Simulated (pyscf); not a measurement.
Optimised with ωB97X-D3(BJ)/def2-SVP in PySCF.

**Question.** For the elementary gas-phase step H₃C–SiH(Cl)–Cl (SMILES C[SiH](Cl)Cl) + H• (SMILES [H]) → H₃C–Si•(Cl)–Cl (SMILES C[Si](Cl)Cl) + H₂ (SMILES [H][H]) (doublet surface; H–Si broken, H–H formed), what barrier and reaction energy does ωB97M-D3(BJ)/def2-TZVP give, measured from the separated reactants?

**Answer.** ΔE‡ = 4.9 kcal/mol, ΔE = -10.7 kcal/mol. Zero-point energy shifts the barrier by -0.8 kcal/mol. It is a hydrogen abstraction, with an imaginary mode of 1024i cm⁻¹. This is the saddle that the search found; another between the same sides may lie lower. The angle at the transferred H is 180°.
